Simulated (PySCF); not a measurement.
Compound: C5H8S (charge -1 and doublet state).
Z-matrix (Å and degrees, GFN2-xTB geometry), rows numbered from 1:
```
C 
C   1  1.3403
C   2  1.4971  1  122.21
C   2  1.4987  1  122.67  3   173.37
C   4  1.4979  2  105.24  1   -94.67
S   5  1.6894  4  122.32  2   -88.76
H   1  1.0803  2  122.13  3    -2.56
H   1  1.0790  2  121.71  3  -179.86
H   3  1.0900  2  111.82  1     7.93
H   3  1.0925  2  109.10  1   128.90
H   3  1.0937  2  110.45  1  -113.27
H   4  1.0941  2  111.00  1   146.69
H   4  1.0989  2  110.80  1    25.04
H   5  1.0863  4  116.54  2    68.95
```

The hyperfine couplings belong to this conformer and change with its torsions.

Identity: `C=C(C[CH][S-])C` [radical] (charge -1).

Level of theory: UKS B3LYP, pcH-1 on C H S, non-relativistic, mean-field spin-orbit, GIAO in PySCF 2.14.0. Whether the extra electron is bound in the gas phase wasn't checked; a finite basis holds it in any case. The geometry wasn't refined by DFT: couplings that depend on bond lengths, twists or pyramidal angles can differ widely from those at the functional's own minimum, by a factor of two or more for some ions and for spin on atoms past the first row. Stability of the SCF solution: not tested.

Question: What is the g tensor, term by term?

Answer: 
```csv
Δg (ppt),1,2,3
relativistic mass correction,-0.17,-0.17,-0.17
gauge correction,0.00,0.02,0.03
orbital Zeeman/spin–orbit,-0.21,6.51,10.73
total,-0.38,6.36,10.58
```

So g = 2.00193, 2.00868, 2.01290 and g_iso = 2.00784; the tensor is rhombic: the two nearest values differ by 38 % of g3 − g1. Axes: g1 points within 11° of the C1–H7 bond and g3 points within 7° of the C5–S6 bond.

Question: At 93.83 GHz, how far is the centre of the isotropic spectrum from where a free electron (g = 2.002319) resonates?

Answer: B = hν/(g μB) with μB/h = 13.99624 MHz/mT gives 3348.09 mT for the free electron and 3338.88 mT at g_iso, 9.20 mT lower.

Question: How much does each term add to the isotropic shift?

Answer: The orbital-Zeeman/spin–orbit term 5.68, the mass correction -0.17 and the gauge correction 0.01 ppt, for a total of 5.52 ppt. The orbital-Zeeman/spin–orbit term is the largest in size. The mass correction is the same along every axis, so the anisotropy comes from the other two: their spans along these axes are 0.03 (gauge) and 10.94 ppt (orbital Zeeman/spin–orbit).

Question: In a frozen sample, at which fields do the three g values resonate at 9.5, 34, 94 and 263 GHz (hyperfine left aside), and which band first spreads them over more than twice a line width of 0.5 mT?

Answer: 
| band | GHz | B(g3) mT | B(g2) mT | B(g1) mT | spread mT |
| --- | --- | --- | --- | --- | --- |
| X | 9.5 | 337.20 | 337.91 | 339.05 | 1.85 |
| Q | 34.0 | 1206.83 | 1209.36 | 1213.44 | 6.61 |
| W | 94.0 | 3336.52 | 3343.53 | 3354.80 | 18.28 |
| J | 263.0 | 9335.17 | 9354.77 | 9386.30 | 51.13 |

The spread grows in proportion to the frequency. X band is the first where it exceeds 1.0 mT.

The largest Mulliken spin populations are on C5 (+0.61), S6 (+0.30) and C1 (+0.13). The angles at C5 add up to 356.3°, so it is nearly planar; its axial dipolar tensor and the negative coupling of its proton fit spin in a p orbital normal to that plane.

The HOMO–LUMO gaps are 3.10 eV among the α and 3.89 eV among the β orbitals.
